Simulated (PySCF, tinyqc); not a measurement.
Inside a calculation. Method: LCCD on RHF in the sto-3g basis, frozen core, for LiH, spin multiplicity 1. The lowest restricted solution is unstable here: a spin-polarised one lies 0.0243 hartree lower (PySCF). One step of it, computed by the program tinyqc.

Question. LCCD: starting amplitudes. t_ij^ab = <ij||ab> / (e_i + e_j - e_a - e_b), whose energy is MP2.

orbital energies (hartree): MO1 -2.375347, MO2 -0.212117, MO3 0.065948, MO4 0.156890, MO5 0.156890, MO6 0.322379

Two-electron integrals over orbitals (pq|rs), unique and non-zero (hartree); the lowest 1 orbital is frozen and left out:
```
(22|22) 0.431153    (32|22) -0.068535   (32|32) 0.030882    (33|22) 0.212678
(33|32) 0.017790    (33|33) 0.319092    (42|42) 0.020842    (43|42) 0.021478
(43|43) 0.041340    (44|22) 0.232325    (44|32) 0.020427    (44|33) 0.276643
(44|44) 0.312946    (52|52) 0.020842    (53|52) 0.021478    (53|53) 0.041340
(54|54) 0.016869    (55|22) 0.232325    (55|32) 0.020427    (55|33) 0.276643
(55|44) 0.279207    (55|55) 0.312946    (62|22) 0.102317    (62|32) -0.053961
(62|33) -0.015279   (62|44) -0.044146   (62|55) -0.044146   (62|62) 0.132218
(63|22) -0.065552   (63|32) 0.026065    (63|33) 0.037224    (63|44) 0.012629
(63|55) 0.012629    (63|62) -0.045371   (63|63) 0.038423    (64|42) -0.017257
(64|43) -0.010358   (64|64) 0.018260    (65|52) -0.017257   (65|53) -0.010358
(65|65) 0.018260    (66|22) 0.398469    (66|32) -0.051498   (66|33) 0.240482
(66|44) 0.252980    (66|55) 0.252980    (66|62) 0.076957    (66|63) -0.047451
(66|66) 0.389823
```

Give: Starting amplitudes; correlation energy.

Answer.

Starting amplitudes (spin orbitals 1a, 1b, ...; amplitudes related by a flip of all spins are not repeated):
```
from      to        t
2a 2b  6a 6b  -0.1237
2a 2b  3a 6b   0.0664
2a 2b  3a 3b  -0.0555
2a 2b  4a 4b  -0.0282
2a 2b  5a 5b  -0.0282
```

correlation energy = -0.026412 hartree
